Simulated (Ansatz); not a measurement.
System: silicon monoxide, SiO, charge 0, multiplicity 1. 
Geometry from a B3LYP-D3(BJ)/def2-TZVP (Ansatz, a quantum-chemistry and plane-wave program) optimisation:
```
Si
O 1 1.5131
```
Charge 0, spin multiplicity 1.

Basis-set convergence of Hartree-Fock and CCSD(T) correlation energies (hartree) with Ansatz. Cores are frozen in the correlated levels unless marked. Spin-orbit coupling is left out. No relativistic terms.

```tsv
basis	functions	E(HF)	E(corr, CCSD(T))
def2-SVP	32	-363.63508	-0.28907
def2-TZVPP	73	-363.84123	-0.35486
def2-QZVPP	127	-363.85372	-0.37826
```

Extrapolating the two largest sets (X = 3 and 4) as X^-3: E(corr) = (64·(-0.37826) - 27·(-0.35486))/37 = -0.3953 Eh, an estimate of the basis-set limit. The largest set recovers 95.7 % of it, the smallest 73.1 %.
